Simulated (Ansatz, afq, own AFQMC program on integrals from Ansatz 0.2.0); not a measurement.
# BGeH$_{2}$, quartet in cc-pVDZ, levels against CCSDT(Q)

```yaml
atoms:
  - { symbol: Ge, position_ang: [0.0000, 0.0000, 0.1736] }
  - { symbol: B, position_ang: [0.0000, 0.0000, -1.3644] }
  - { symbol: H, position_ang: [0.0000, 1.2593, 1.0627] }
  - { symbol: H, position_ang: [0.0000, -1.2593, 1.0627] }
```

Connectivity, by distances: GeH2–B.

Basis cc-pVDZ. Noble-gas cores (and the filled d shells of Ga–Kr and In–Xe) are frozen. AFQMC by an in-house program on the Cholesky factors that Ansatz 0.2.0 writes for its CCSD(T) run. ph-AFQMC/CISD is guided by a CISD state made of CCSD amplitudes; releasing the constraint for a short imaginary time cuts its bias at the price of noise, slowly where states lie close. ± is one standard error of the sampling. No spin–orbit coupling.

Determinant: ROHF, the one that the program's search chose, which needn't be the lowest solution. The geometry is a point of a scan.

No full CI on the walks' own integrals is used here; CCSDT(Q) serves as the reference and is uncertain by about the last step of the cluster series.

Cautions: no relativity below Rb; no spin-orbit coupling; inner d shell frozen; lower spins were not checked.

```
T1 diagnostic                               : 0.0197
weight of the determinant in the CISD state : 0.907
size of the correlated space                : 9 electrons in 36 orbitals
```

Reference: CCSDT(Q), correlation energy -4.176 eV. The released energy is read at 2.40 1/Eh (meV from the phaseless value at times in 1/Eh: 2 ± 8 at 0.24, 1 ± 7 at 0.51, -9 ± 8 at 0.99, -23 ± 9 at 1.62, -16 ± 8 at 2.40).

| level | E − E(reference) (kcal/mol) | share of correlation (%) |
| --- | --- | --- |
| HF | 96.30 | 0.00 |
| MP2 | 21.71 | 77.46 |
| CCSD | 3.09 | 96.80 |
| CCSD(T) | 0.68 | 99.29 |
| CCSDT | 0.09 | 99.91 |
| ph-AFQMC/CISD | 0.21 ± 0.18 | 99.78 |
| released AFQMC | -0.16 ± 0.18 | 100.17 |

A walk keeps the symmetry of its determinant, which the program's search chose and which needn't be the lowest solution, so a lower state of the same spin and another symmetry isn't excluded. Released energies are given only where the last usable release times agree within the noise; a slower fall can still hide under it.
